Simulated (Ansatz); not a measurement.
in.yaml

```yaml
crystal:
  periodic: [false, false, false]
  atoms:
    - {symbol: Sb, position_ang: [0.000000, 0.000000, 0.000000]}
    - {symbol: H, position_ang: [0.000000, 0.000000, -1.690735]}
    - {symbol: H, position_ang: [0.000000, 0.000000, 1.690735]}
basis:
  gaussian: {orbitals: def2-SVP}
total_charge: 1
magnetization: {spin_polarized: false, initial_magnetization: 2}
correlation: {method: fci, electrons: outside_noble_gas}
```

```sh
$ ansatz run in.yaml --threads 1 --pin off --events-out ev --progress --plain --max-ram 2393MiB
```

The program prints:

```
755 factors; integrals over basis functions are off by at most 2.5e-7 eV
mean field evaluation 1: about -6530.9609 eV, gradient 6.8e0 eV
mean field evaluation 2: about -6530.9744 eV, gradient 6.8e0 eV
mean field evaluation 4: about -6531.2158 eV, gradient 2.6e-1 eV
mean field evaluation 8: about -6531.2162 eV, gradient 1.6e-6 eV
mean field evaluation 16: about -6531.2157 eV, gradient 4.9e-2 eV
mean field evaluation 32: about -6531.2157 eV, gradient 5.5e-2 eV
mean field -6531.21616348 eV, -240.0177669904 hartree, gradient 1.7e-6 eV, S^2 2.000000; 4 other end points of the search recorded, 0 dependent functions left out
9 core orbitals not correlated: weight in the atoms' cores, before any rotation towards them, 0.999 or more for the frozen orbitals, at most 0.001 for the correlated occupied ones
reference -6531.21616348 eV, -240.0177669904 hartree; 4, 2 occupied and 23, 25 virtual orbitals, 755 factors
state -6534.07980712 eV, -240.1230039533 hartree
Total energy: -6534.07980712 eV, -240.1230039533 hartree
```

Natural occupations: 1.9443 1.9130 0.9904 0.9904 0.0923 0.0184 0.0089 0.0089 0.0073 0.0073 0.0043 0.0035 0.0030 0.0030 0.0012 0.0009 0.0009 0.0008 0.0004 0.0004 0.0003 0.0002 0.0000 0.0000.

Ran on 1 thread of Arm Neoverse V1, shared host: 8 s wall, 0.18 GiB peak host memory.
